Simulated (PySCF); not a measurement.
Estimate the missing entries of this data sheet.

Species: C₄H₁₀S.
InChI=1S/C4H10S/c1-4(2,3)5/h5H,1-3H3

Conformer (atom-mapped SMILES and torsion angles): `[CH3:1][C:2]([CH3:3])([CH3:4])[SH:5]`: H–S5–C2–C1 -60°.

```tsv
property	level	value
point group of the GFN2-xTB geometry	GFN2-xTB	?
rotational constants A, B, C of the GFN2-xTB geometry	GFN2-xTB	?
dipole moment	wB97X-D/def2-SVPD	1.86 D
HOMO energy	wB97X-D/def2-SVPD	?
LUMO energy	wB97X-D/def2-SVPD	1.94 eV
lowest singlet excitation	TDDFT wB97X-D/def2-SVPD	?
strongest line among the 8 lowest singlet transitions	TDDFT wB97X-D/def2-SVPD	S8 at 8.65 eV (143 nm, f = 0.283)
lowest triplet excitation (Tamm–Dancoff)	TDA wB97X-D/def2-SVPD	5.12 eV
static isotropic polarisability	wB97X-D/def2-SVPD	71.1 au
electronic spatial extent ⟨r²⟩ about the centre of nuclear charge	wB97X-D/def2-SVPD	?
```

The electronic properties come from PySCF, for the isolated species, density fitting.

**Question.** The lowest singlet excitation?

**Answer.** 5.52 eV (225 nm, f = 0.002).

**Question.** Give the electronic spatial extent ⟨r²⟩ about the centre of nuclear charge.

**Answer.** 586 bohr².

**Question.** What is the point group of the GFN2-xTB geometry?

**Answer.** Cs.

**Question.** The rotational constants A, B, C of the GFN2-xTB geometry?

**Answer.** 4.498, 3.010, 2.985 GHz.

**Question.** The HOMO energy?

**Answer.** -8.60 eV.

With B = h/(8π²I), that is 505.379 GHz u Å² over I, the principal moments of inertia are 112.3, 167.9 and 169.3 u Å² (most abundant isotopes). The polarisability is 10.54 Å³ as a volume (1 au = 0.148185 Å³), or 1.42 au for each of the 50 electrons. No computed singlet falls in the visible range (750 to 380 nm, 1.65 to 3.26 eV); S1 lies 2.26 eV above its blue end.

For the TDDFT job (wB97X-D/def2-SVPD), the run took 22 s on one thread of an Arm Neoverse V1, no GPU, on a shared host.
